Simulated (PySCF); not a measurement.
# C5H10O ((3z)-3-penten-1-ol): the cost of one run

Programs: PySCF 2.14.0, with routines of our own; each step states its level. All values are computed. Atoms count from 0.

## 1. The starting structure

16 atoms, charge 0, multiplicity 1; geometry from: GFN2-xTB.

## 2. Optimising the geometry at PBE0-D3(BJ)/def2-SVP

Job settings and geometry (Å):

```
{"job": {"xc": "PBE0", "basis": "def2-SVP", "d3": "d3bj", "grid": 2, "kind": "geom"}, "charge": 0, "multiplicity": 1}
C      0.919108     0.840866    -1.695776
C      1.463734     0.298990    -0.413672
C      0.871686    -0.547560     0.417502
C     -0.507517    -1.120223     0.283608
C     -1.506421    -0.304760     1.120584
O     -1.677310     1.000864     0.630269
H      1.491574     0.444036    -2.534723
H     -0.127737     0.592754    -1.839119
H      1.024738     1.925123    -1.715842
H      2.465288     0.638595    -0.178047
H      1.394472    -0.842639     1.318771
H     -0.837175    -1.118428    -0.755367
H     -0.513504    -2.149896     0.645252
H     -2.495590    -0.766844     1.084705
H     -1.170184    -0.278886     2.168640
H     -0.802761     1.396951     0.528947
```

Run with:

```console
> OMP_NUM_THREADS=1 python excited_run.py task.json out
```

One launch serves the whole session: the jobs run in the order shown.

Q: Estimate the wall time and peak memory of this first job on 1 thread of Arm Neoverse V2, shared host.

About 50 s, with a peak of 0.73 GiB.
